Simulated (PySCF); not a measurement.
methyl formate (C2H4O2), SMILES COC=O. Geometry optimised at PBE-D3(BJ)/def2-SVP. Other conformers were not sampled.

Computed equilibrium geometry at PBE-D3(BJ)/def2-SVP (PySCF confirms it by a frequency run) as bond lengths and angles, and its point group (one conformer of several):
point group Cs.
Atoms: C1 O2 C3 O4 H5 H6 H7 H8. Bonded distances (Å): C1–O2 1.436, C1–H5 1.109, C1–H6 1.104, C1–H7 1.109, O2–C3 1.348, C3–O4 1.210, C3–H8 1.120. Angles (°): O2–C1–H5 110.8, O2–C1–H6 106.1, O2–C1–H7 110.8, H5–C1–H6 110.4, H5–C1–H7 108.2, H6–C1–H7 110.4, C1–O2–C3 115.2, O2–C3–O4 125.7, O2–C3–H8 108.5, O4–C3–H8 125.8.
